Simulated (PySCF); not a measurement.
An unknown is described by computed data only.

Elements present: C, H and N. Monoisotopic mass: 97.0760 u (electron mass counted); charge +1.

* 13C NMR: chemical shifts (computed TMS as zero) by class: 150.5 (1 C), 132.0 (1 C), 125.2 (1 C), 35.6 (1 C), 13.2 (1 C) ppm [GIAO PBE0/pcSseg-1]
* UV, first state: lowest singlet excitation: 6.30 eV (197 nm, f = 0.196) [TDDFT PBE0/def2-SVPD]
* Rotational structure: rotational constants A, B, C: 3.895, 3.276, 1.819 GHz [GFN2-xTB]
* 1H NMR: chemical shifts (computed TMS as zero) by class: 9.26 (1 H), 7.43 (1 H), 7.43 (1 H), 4.09 (3 H), 2.94 (3 H) ppm [GIAO PBE0/pcSseg-1]
* NMR, other nuclei: isotropic shieldings of nuclei other than C and H, by class: 64 (1 N), 74 (1 N) ppm [GIAO PBE0/pcSseg-1]
* Polarisability: 65.1 au [PBE0/def2-SVPD]
* UV, strongest line: among the 6 lowest singlet transitions: S5 at 8.40 eV (148 nm, f = 0.439) [TDDFT PBE0/def2-SVPD]
* Triplet: lowest triplet excitation (Tamm–Dancoff): 4.56 eV [TDA PBE0/def2-SVPD]

The electronic properties come from PySCF, for the isolated species, density fitting. Levels stand in brackets. Geometry: GFN2-xTB; no solvent, vibrations or thermal averaging. Each NMR value is the plain mean over a class of atoms that symmetry, rotation or inversion makes alike.

**Question.** Which formula fits the mass and the elements?

**Answer.** C5H9N2 (calculated 97.0760). No other formula that holds each of these elements comes within 0.0003 u with a fitting electron parity and a possible valence count.

**Question.** What is the compound? Reason from the data.

**Answer.** Numbering: `[CH3:1][c:2]1[nH:3][cH:4][cH:5][n+:6]1[CH3:7]`. 5 carbons fall into 5 classes; from least to most shielded: substituted aromatic carbon [C2] (150.5 ppm), aromatic CH next to a ring nitrogen [C5] (132.0 ppm), aromatic CH next to a ring nitrogen [C4] (125.2 ppm), N-methyl carbon [C7] (35.6 ppm), benzylic-type carbon [C1] (13.2 ppm). Hydrogen classes from least to most shielded: 1 H on a ring nitrogen, N3 (9.26 ppm), 1 H on an aromatic CH next to a ring nitrogen, C5 (7.43 ppm), 1 H on an aromatic CH next to a ring nitrogen, C4 (7.43 ppm), 3 H on an N-methyl carbon, C7 (4.09 ppm), 3 H on a benzylic-type carbon, C1 (2.94 ppm). The other shieldings belong to: 64 ppm, three-coordinate ring nitrogen [N6]; 74 ppm, ring nitrogen [N3]. S1 is mainly HOMO→LUMO (weight 0.96); the largest Löwdin shares of the orbital it empties are 0.28 on an aromatic CH next to a ring nitrogen, 0.25 on an aromatic CH next to a ring nitrogen, 0.16 on the substituted aromatic carbon and 0.09 on the three-coordinate ring nitrogen, of the orbital it fills 0.32 on the substituted aromatic carbon, 0.20 on the ring nitrogen, 0.19 on the three-coordinate ring nitrogen and 0.07 on the benzylic-type carbon. The optimised geometry has point group Cs and is an asymmetric top. Structure: `Cc1[nH]cc[n+]1C`. Computed isomers that give other values at the same levels: `N/C=C/C=C/C=[NH2+]` (lowest singlet excitation: 4.16 eV (298 nm, f = 1.162)); `Cn1cc[n+](C)c1` (13C chemical shifts (computed TMS as zero) by class: 139.9 (1 C), 132.3 (2 C), 36.5 (2 C) ppm); `CC[n+]1cc[nH]c1` (13C chemical shifts (computed TMS as zero) by class: 137.0 (1 C), 130.8 (1 C), 128.4 (1 C), 49.1 (1 C), 22.5 (1 C) ppm). The assignments are read from this structure; whether some other isomer fits the data as well wasn't checked.
